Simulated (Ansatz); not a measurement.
**SiHCl₂−: one structure at several levels**

Aim: energy, forces and dipole at a structure displaced at random from a GFN2-xTB minimum, from CCSD(T) and from density functionals.

Method: single points in def2-TZVPPD; program: Ansatz 0.2.0, Gaussian basis.

Correlated methods freeze the cores.

## Step 1: Starting geometry

SMILES `Cl[SiH-]Cl`, 4 atoms, charge -1, spin multiplicity 1.

Atoms are counted from 1 here; the program's logs count them from 0.

Bond lengths: Cl1–Si2 2.130 Å, Si2–Cl3 2.274 Å, Si2–H4 1.397 Å. Angles: Cl1–Si2–Cl3 99.4°, Cl1–Si2–H4 88.0°, Cl3–Si2–H4 93.0°.

Geometry (Å):

| atom | x (Å) | y (Å) | z (Å) |
| --- | --- | --- | --- |
| Cl1 | -1.49160 | 0.33630 | 0.81530 |
| Si2 | 0.28680 | -0.71220 | 0.29250 |
| Cl3 | 0.32130 | -0.29380 | -1.94270 |
| H4 | 1.00310 | 0.44890 | 0.59430 |

## Step 2: CCSD(T)/def2-TZVPPD

File run/in.yaml:

```yaml
crystal:
  periodic: [false, false, false]
  atoms:
    - {symbol: Cl, position_ang: [-1.491600, 0.336300, 0.815300]}
    - {symbol: Si, position_ang: [0.286800, -0.712200, 0.292500]}
    - {symbol: Cl, position_ang: [0.321300, -0.293800, -1.942700]}
    - {symbol: H, position_ang: [1.003100, 0.448900, 0.594300]}
basis:
  gaussian: {orbitals: "def2-TZVPPD.json"}
total_charge: -1
correlation: {method: ccsd_t}
output: {forces: true}
```

The basis file named in the input lies beside it (Basis Set Exchange, JSON).

The command line of these runs was not kept.

## Step 3: PBE0-D4/def2-TZVPPD

Changes to run/in.yaml since step 2:

```diff
@@ -10,3 +10,3 @@
 total_charge: -1
-correlation: {method: ccsd_t}
-output: {forces: true}
+hamiltonian: {xc: pbe0, dispersion: d4}
+output: {forces: true, orbitals: {seedname: orbitals}}
```

## Step 4: wB97M-V/def2-TZVPPD

Changes to run/in.yaml since step 3:

```diff
@@ -10,3 +10,3 @@
 total_charge: -1
-hamiltonian: {xc: pbe0, dispersion: d4}
-output: {forces: true, orbitals: {seedname: orbitals}}
+hamiltonian: {xc: {name: wB97M-V}}
+output: {forces: true}
```

## Step 5: r2SCAN-D4/def2-TZVPPD

Changes to run/in.yaml since step 4:

```diff
@@ -10,3 +10,3 @@
 total_charge: -1
-hamiltonian: {xc: {name: wB97M-V}}
+hamiltonian: {xc: r2scan, dispersion: d4}
 output: {forces: true}
```

## Step 6: PBE-D4/def2-TZVPPD

Changes to run/in.yaml since step 5:

```diff
@@ -10,3 +10,3 @@
 total_charge: -1
-hamiltonian: {xc: r2scan, dispersion: d4}
+hamiltonian: {xc: pbe, dispersion: d4}
 output: {forces: true}
```

## Step 7: HSE06-D4/def2-TZVPPD

Changes to run/in.yaml since step 6:

```diff
@@ -10,3 +10,3 @@
 total_charge: -1
-hamiltonian: {xc: pbe, dispersion: d4}
+hamiltonian: {xc: hse06, dispersion: d4}
 output: {forces: true}
```

## Step 8: B97M-V/def2-TZVPPD

Changes to run/in.yaml since step 7:

```diff
@@ -10,3 +10,3 @@
 total_charge: -1
-hamiltonian: {xc: hse06, dispersion: d4}
+hamiltonian: {xc: {name: B97M-V}}
 output: {forces: true}
```

(Steps that only read results are left out.)

**Question.** What will these runs give? Wanted: RMS force component; RMS force error; HOMO and LUMO, PBE0-D4; T1 diagnostic.

The runs gave:

```
              quantity                                                                                           value
   RMS force component                                                            1.047 to 1.171 eV/Å over the methods
       RMS force error  PBE0-D4 0.083, wB97M-V 0.024, r2SCAN-D4 0.053, PBE-D4 0.137, HSE06-D4 0.083, B97M-V 0.065 eV/Å
HOMO and LUMO, PBE0-D4                                                                               -0.96 and 3.74 eV
         T1 diagnostic                                                                                           0.010
```

In words: For forces wB97M-V does best and PBE-D4 worst. Frozen-core CCSD(T) forces in triple zeta carry basis errors of their own, and this is one geometry, so small gaps rank nothing.
